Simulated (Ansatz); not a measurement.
NaLi₂ (the lowest doublet isomer of a short search) was relaxed with PBE (def2-TZVP) in Ansatz in these states: neutral doublet, neutral quartet. The geometries follow in no particular order.

A:

Cartesian coordinates in Å:
```
Li 1.131 0.909 0.483
Li -1.327 1.102 -0.775
Na 0.196 -2.011 0.292
```

B:

Cartesian coordinates in Å:
```
Li -0.8581 1.3643 1.1678
Li 0.4058 -1.7193 0.9173
Na 0.4523 0.3550 -2.0851
```

Problem. Judge from the bond lengths which geometry belongs to which state (an estimate).

Solution. A is the neutral doublet (Li1–Na3 3.071 Å, Li1–Li2 2.768 Å); B is the neutral quartet (Li1–Na3 3.649 Å, Li1–Li2 3.342 Å).

At PBE0/def2-TZVP a doublet lies 1.08 eV below the neutral quartet. These are the stationary points nearest to one start from a short search; other shapes may lie lower in each state.
